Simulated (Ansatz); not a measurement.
# BFHS radical: one structure at several levels

An exercise on one series of results from a longer session: the logs are not shown, and one member is left open.

Method: single points in def2-TZVPP; program: Ansatz 0.2.0, Gaussian basis.

Cores are frozen in the correlated methods. Orbitals are unrestricted.

### Starting geometry

SMILES `FB[S]`, 4 atoms, charge 0, spin multiplicity 2.

Atoms are counted from 1 here; the program's logs count them from 0.

Bond lengths: F1–B2 1.159 Å, B2–S3 1.675 Å, B2–H4 1.439 Å. Angles: F1–B2–S3 131.9°, F1–B2–H4 121.8°, S3–B2–H4 105.8°.

Geometry (Å):

```xyz
4

F     1.0806    0.6518   -0.4495
B     0.1183    0.1554   -0.0350
S    -1.4025   -0.0632   -0.7014
H     0.1188   -0.5910    1.1950
```

Set-up of the first run:

run/in.yaml reads:

```yaml
crystal:
  periodic: [false, false, false]
  atoms:
    - {symbol: F, position_ang: [1.080600, 0.651800, -0.449500]}
    - {symbol: B, position_ang: [0.118300, 0.155400, -0.035000]}
    - {symbol: S, position_ang: [-1.402500, -0.063200, -0.701400]}
    - {symbol: H, position_ang: [0.118800, -0.591000, 1.195000]}
basis:
  gaussian: {orbitals: def2-TZVPP}
magnetization: {spin_polarized: true, initial_magnetization: 1}
correlation: {method: ccsd_t}
scf: {omitted_lower_state_checks: [cluster_reference]}
output: {forces: true}
```

The command line of these runs was not kept.

Steps of the session up to this table: CCSD(T)/def2-TZVPP; PBE0-D4/def2-TZVPP; wB97M-V/def2-TZVPP; r2SCAN-D4/def2-TZVPP; PBE-D4/def2-TZVPP; LC-wPBE/def2-TZVPP; CAM-B3LYP-D4/def2-TZVPP.

One of the session's tables, all rows but one given; the rest of the session is left out.

```
      method  RMS force component (eV/Å)  angle to CCSD(T) forces (°)  dipole (D)
     CCSD(T)                       5.001                    reference        0.47
     PBE0-D4                       4.754                          2.2        0.54
     wB97M-V                       4.882                          1.6        0.54
   r2SCAN-D4                           ?                            ?           ?
      PBE-D4                       4.907                          4.5        0.66
     LC-wPBE                       4.961                          1.8        0.51
CAM-B3LYP-D4                       4.782                          1.7        0.49
```

Q: Estimate the row for r2SCAN-D4 from the others.

The run gave: RMS force component (eV/Å): 4.783; angle to CCSD(T) forces (°): 3.2; dipole (D): 0.64. In the column «RMS force component (eV/Å)» it lies between CAM-B3LYP-D4 (4.782) and wB97M-V (4.882).
